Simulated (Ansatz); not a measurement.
in.yaml

```yaml
crystal:
  periodic: [false, false, false]
  atoms:
    - {symbol: B, position_ang: [0.000000, 0.000000, -2.144667]}
    - {symbol: Al, position_ang: [0.000000, 0.000000, -0.207667]}
    - {symbol: H, position_ang: [0.000000, 0.000000, 2.352333]}
basis:
  gaussian: {orbitals: 6-31G}
magnetization: {spin_polarized: false, initial_magnetization: 7}
hamiltonian: {pseudopotentials: {relativity: none}}
correlation: {active_space: {ras: {orbitals: [0, 7, 11], electrons: 7, max_holes: 2, max_particles: 2}, fixed_orbitals: true}}
scf: {lower_state_search: light}
```

```sh
$ ansatz run in.yaml --threads 1 --pin off --events-out ev --progress --plain --max-ram 2393MiB
```

What does the program do with this input?

Converged. The settings were drawn as a stress test.
```
296 factors; integrals over basis functions are off by at most 1.0e-4 eV
mean field evaluation 1: about -7254.7304 eV, gradient 1.1e1 eV
mean field evaluation 2: about -7254.8148 eV, gradient 1.1e1 eV
mean field evaluation 4: about -7256.6326 eV, gradient 6.1e-1 eV
mean field evaluation 8: about -7256.6672 eV, gradient 1.9e-1 eV
mean field evaluation 16: about -7255.4594 eV, gradient 7.3e0 eV
mean field evaluation 32: about -7256.6350 eV, gradient 1.2e0 eV
mean field -7256.66807458 eV, -266.6776329945 hartree, gradient 4.7e-6 eV, S^2 15.750000; 2 other end points of the search recorded, 0 dependent functions left out
reference -7256.66807458 eV, -266.6776329945 hartree; 13, 6 occupied and 11, 18 virtual orbitals, 296 factors
state -7257.18447569 eV, -266.6966103854 hartree
Total energy: -7257.18447569 eV, -266.6966103854 hartree
```
